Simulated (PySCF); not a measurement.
# PO⁻ (triplet): changing the method

Starting from one script, swap the method and compare what comes out for PO⁻ (triplet).

Method: method and basis as typed in the scripts; program: PySCF 2.14.0.

**1. The system as given**

PO⁻ (triplet): 2 atoms, charge -1, spin multiplicity 3.

Bond lengths: P1–O2 1.765 Å.

**2. The run that the others are compared with**

File input.py:

```python
from pyscf import gto, scf, mp

mol = gto.M(
    atom='P 0 0 0; O 0 0 1.765',
    basis='jorge-dzp',
    charge=-1,
    spin=2,
    verbose=3,
)
mf = scf.UHF(mol)
mf = mf.density_fit(auxbasis='def2-universal-jkfit')
mf.kernel()
mp.MP2(mf, frozen=6).kernel()
mf.dip_moment()
print('orbital energies (hartree):', [e[max(0, n-3):n+3].round(4) for e, n in zip(mf.mo_energy, mol.nelec)])
```

The run is started by

```bash
$ OMP_NUM_THREADS=1 python input.py
```

**3. CISD**

Edit 1 changes step after the SCF: mp2 → cisd; frozen orbitals: 6 → none.

input.py, as its differences from that of step 2:

```diff
@@ -1,2 +1,2 @@
-from pyscf import gto, scf, mp
+from pyscf import gto, scf, ci
 
@@ -12,3 +12,3 @@
 mf.kernel()
-mp.MP2(mf, frozen=6).kernel()
+ci.CISD(mf).kernel()
 mf.dip_moment()
```

**4. Population analysis**

Edit 2 changes step after the SCF: mp2 → analyze.

File input.py:

```python
from pyscf import gto, scf

mol = gto.M(
    atom='P 0 0 0; O 0 0 1.765',
    basis='jorge-dzp',
    charge=-1,
    spin=2,
    verbose=3,
)
mf = scf.UHF(mol)
mf = mf.density_fit(auxbasis='def2-universal-jkfit')
mf.kernel()
mf.analyze()
print('orbital energies (hartree):', [e[max(0, n-3):n+3].round(4) for e, n in zip(mf.mo_energy, mol.nelec)])
```

**5. Frozen orbitals 7**

Edit 3 changes frozen orbitals: 6 → 7.

input.py, as its differences from that of step 2:

```diff
@@ -12,3 +12,3 @@
 mf.kernel()
-mp.MP2(mf, frozen=6).kernel()
+mp.MP2(mf, frozen=7).kernel()
 mf.dip_moment()
```

**6. Blyp (UKS)**

Edit 4 changes functional: none (Hartree–Fock) → blyp; SCF type: UHF → UKS; step after the SCF: mp2 → analyze.

File input.py:

```python
from pyscf import gto, dft

mol = gto.M(
    atom='P 0 0 0; O 0 0 1.765',
    basis='jorge-dzp',
    charge=-1,
    spin=2,
    verbose=3,
)
mf = dft.UKS(mol, xc='blyp')
mf = mf.density_fit(auxbasis='def2-universal-jkfit')
mf.kernel()
mf.analyze()
print('orbital energies (hartree):', [e[max(0, n-3):n+3].round(4) for e, n in zip(mf.mo_energy, mol.nelec)])
```

Before running it: what results should come out? Wanted: for each run, E(SCF); from base; gap, α spin; after the SCF.

The runs gave:

| run | E(SCF) (hartree) | from base (eV) | gap, α spin (eV) | after the SCF |
| --- | --- | --- | --- | --- |
| base | -415.563208 | 0 | 13.12 | MP2 correlation -7.958 eV, core frozen |
| CISD | -415.563208 | 0.0000 | 13.12 | CISD correlation -9.614 eV |
| population analysis | -415.563208 | 0.0000 | 13.12 | n/a |
| frozen orbitals 7 | -415.563208 | 0.0000 | 13.12 | MP2 correlation -6.312 eV, core frozen |
| blyp (UKS) | -416.560510 | not comparable | 3.68 | n/a |

What this shows: A lower total energy from another functional means nothing by itself.
